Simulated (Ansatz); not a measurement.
The same path of CH6Si + FH (10 atoms, charge 0, multiplicity 1) was run twice with different band settings. Lost on the way: Si1–C2, F9–H10. Made: Si1–F9, C2–H10.

Theory: Ansatz, RKS PBE-D4/def2-SVPD.

Relaxed end points:

```xyz
10
Properties=species:S:1:pos:R:3
Si 0.257 -0.123 0.232
C 0.308 -0.218 2.113
H -0.647 -0.609 2.513
H 1.124 -0.887 2.450
H 0.478 0.782 2.556
H 1.504 0.482 -0.344
H -0.881 0.778 -0.217
H 0.012 -1.464 -0.396
F -2.952 0.925 1.239
H -2.192 0.887 0.678
```

```xyz
10
Properties=species:S:1:pos:R:3
Si -0.457 0.307 -0.754
C -0.089 -0.211 2.894
H -0.174 -0.402 3.978
H 0.196 -1.148 2.381
H 0.683 0.560 2.716
H 0.621 1.152 -0.149
H -0.596 0.576 -2.221
H -0.221 -1.149 -0.493
F -1.893 0.724 -0.033
H -1.060 0.143 2.504
```

Common settings: movable images 9; climbing image yes; optimiser quadratic models (default); start path through a guess of the saddle point; force threshold 0.05 eV/Å; iteration limit 60; end points relaxed.

| run | spring |
| --- | --- |
| 1 | 5.0 eV/Å² |
| 2 | 0.5 eV/Å² |

What does each run give, and how far can it be trusted?

Run 1: converged after 19 iterations, highest image 1.465 eV above the first end. Neighbouring images differ by up to 1.4 eV, so the band resolves the path poorly. A vibrational analysis at the climbing image gives one clearly imaginary mode, 797i cm⁻¹: a first-order saddle point.
Run 2: converged after 19 iterations, highest image 1.465 eV above the first end. Neighbouring images differ by up to 1.4 eV, so the band resolves the path poorly. Another band between the same ends (9 images) ends at a top of the same energy, where a vibrational analysis finds 1 clearly imaginary mode.
The orbitals stay closed-shell, which can raise the energy where a bond breaks towards radicals; this wasn't checked here.
